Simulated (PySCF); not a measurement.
Coordinates in bohr (charge 0 multiplicity 1):
```
S     0.0000    0.0000   -0.3666
O     0.0000    2.3961   -1.5915
O     0.0000   -2.3961   -1.5915
F     2.1914    0.0000    1.6489
F    -2.1914    0.0000    1.6489
```

Level of theory: PBE0 in PySCF with S def2-SVP, O def2-SVP, F def2-SVP; no relativity; density-fitted integrals.

This geometry of SO2F2 is a stationary point at this level.

Q: What is the point group?

A: C2v.

Q: Is it a minimum?

A: Yes: all harmonic wavenumbers are real.

Q: What are the dipole moment and the gap between the highest occupied and lowest empty levels?

A: 0.78 D and 10.29 eV.

Q: Give the ideal-gas entropy at 298.15 K and 1 bar by parts.

A: translation 166.5, rotation 100.6, vibration 18.8, spin 0.0; total 285.9 J/(mol K).

Q: What is the atomisation energy, with and without zero-point energy?

A: 1521 kJ/mol without, 1480 kJ/mol with.

Other isomers or separated fragments may lie lower.
